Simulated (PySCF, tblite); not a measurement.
# C₅H₇F: geometry, infrared bands, NMR shifts and spin-spin couplings

What infrared bands, NMR shifts and spin-spin couplings should C₅H₇F (`FC[C@@H]1[C@H]2C[C@@H]12`) show?

The runs use tblite 0.8.0 and PySCF 2.14.0, with density-fitted response routines of our own; the level of theory stands in each step. All values are computed, except where a source is named. Atoms count from 0, in the outputs and in this text.

## 1. The starting structure

13 atoms, charge 0, multiplicity 1; geometry from: force field or distance geometry start.

Bonds of the start (Å): F0–C1 1.36, C1–C2 1.50, C2–C3 1.49, C3–C4 1.50, C4–C5 1.49, C5–C2 1.48, C5–C3 1.54, C1–H6 1.09, C1–H7 1.08, C2–H8 1.08, C3–H9 1.07, C4–H10 1.09, C4–H11 1.08, C5–H12 1.08.

## 2. Relaxing the molecule with GFN2-xTB

The job: settings as JSON, then the geometry in Å.

```
{"job": {"kind": "relax", "xc": "GFN2-xTB", "basis": "xTB"}, "charge": 0, "multiplicity": 1}
F     -2.456300    -0.228800     1.209700
C     -1.784100    -0.133000     0.029900
C     -0.418200     0.410200     0.332300
C      0.696100     0.183300    -0.630600
C      1.814900     0.367800     0.346800
C      0.672000    -0.493600     0.752500
H     -1.740700    -1.133200    -0.409700
H     -2.329500     0.531700    -0.623100
H     -0.505300     1.380500     0.808700
H      0.692200    -0.539100    -1.426500
H      2.761600    -0.111900     0.120200
H      1.935600     1.335000     0.815800
H      0.657300    -1.568500     0.708900
```

Launch:

```sh
OMP_NUM_THREADS=1 python probes_run.py task.json out
```

The driver reads the jobs from task.json and runs them one after another.

**Question.** This job is followed by: GFN2-xTB harmonic vibrations, gas phase; GIAO PBE0/pcSseg-1 NMR shielding, non-relativistic, gas phase; B3LYP/pcJ-1 indirect spin-spin coupling, non-relativistic, gas phase. Predict these results of the whole session: strongest single infrared mode (GFN2-xTB); zero-point energy (GFN2-xTB); ¹³C shifts against TMS (PBE0/pcSseg-1, means over atoms taken as alike); ¹H shifts against TMS (PBE0/pcSseg-1, means over atoms taken as alike); ¹⁹F shifts against CFCl3 (PBE0/pcSseg-1); largest coupling of the table (B3LYP/pcJ-1).

The runs gave:

```
                                                               quantity                             value
                              strongest single infrared mode (GFN2-xTB)              1026 cm⁻¹, 55 km/mol
                                           zero-point energy (GFN2-xTB)                     65.9 kcal/mol
¹³C shifts against TMS (PBE0/pcSseg-1, means over atoms taken as alike)         87.0, 43.4, 27.6, 3.6 ppm
 ¹H shifts against TMS (PBE0/pcSseg-1, means over atoms taken as alike)  4.51, 1.83, 1.21, 0.92, 0.32 ppm
                               ¹⁹F shifts against CFCl3 (PBE0/pcSseg-1)                        -244.8 ppm
                            largest coupling of the table (B3LYP/pcJ-1)           ¹J(C,H) C3–H9, 222.1 Hz
```

In words: Relaxing lowered the energy by 0.326 eV in 20 steps; the close pair that moved most is C3–C5, from 1.540 to 1.481 Å. All 33 modes are real, so the xTB geometry is a minimum. The strongest single mode, at 1026 cm⁻¹, is spread over many atoms; the largest shares are those of C1, F0. GFN2-xTB is a fitted tight-binding method: band positions and strengths are rough. Its intensities can rank the bands wrongly. The most deshielded carbon is C1 (sp3 CH2 bonded to F), at 87.0 ppm: deshielded by the electronegative neighbour. H6, H7 (mean) (hydrogen on an sp3 CH2 bonded to F) lies farthest downfield among hydrogen, at 4.51 ppm; its carbon carries F, hence the downfield position. At PBE0/pcSseg-1: The largest span, 86 ppm, is at C1, where the paramagnetic term is -141 ppm. In the run at B3LYP/pcJ-1, the largest coupling of the table is C3–H9 (mean over like pairs), 222.1 Hz, of which the Fermi-contact term gives 221.2 Hz. Couplings across rotatable bonds belong to this one conformer; where others are populated, the observed values are averages, and the simulated multiplets take (2 J gauche + J anti)/3 across rotating chain bonds.
